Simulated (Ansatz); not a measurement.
Mulliken charges of `NN[SiH3]` from PBE/def2-TZVPP in Ansatz (PBE0-D4/def2-TZVP geometry).

| atom | x (Å) | y (Å) | z (Å) | charge (e) |
| --- | --- | --- | --- | --- |
| N1 | -0.559 | 0.925 | -1.203 | -0.285 |
| N2 | -0.285 | 0.708 | 0.160 | -0.265 |
| Si3 | 0.408 | -0.737 | 0.767 | 0.279 |
| H4 | 0.268 | 0.761 | -1.767 | 0.154 |
| H5 | -1.291 | 0.298 | -1.516 | 0.161 |
| H6 | -0.378 | 1.549 | 0.702 | 0.169 |
| H7 | 1.729 | -1.040 | 0.140 | -0.077 |
| H8 | -0.470 | -1.907 | 0.485 | -0.070 |
| H9 | 0.577 | -0.557 | 2.233 | -0.067 |

Q: By hand: the dipole of these point charges (1 e Å = 4.8032 D).

A: Σ q r = (-0.021, 0.021, -0.077) e Å, of length 0.083 e Å = 0.40 D.

Q: How does the dipole of the full density compare? (An estimate is asked.)

A: The calculation gave: (0.012, -0.016, -0.072) e Å, 0.36 D; the point charges give 1.11 times that, at 37° from its direction.

Point charges leave out the atoms' own dipoles, such as those of lone pairs, and Mulliken's split depends on the basis, so the two needn't agree.
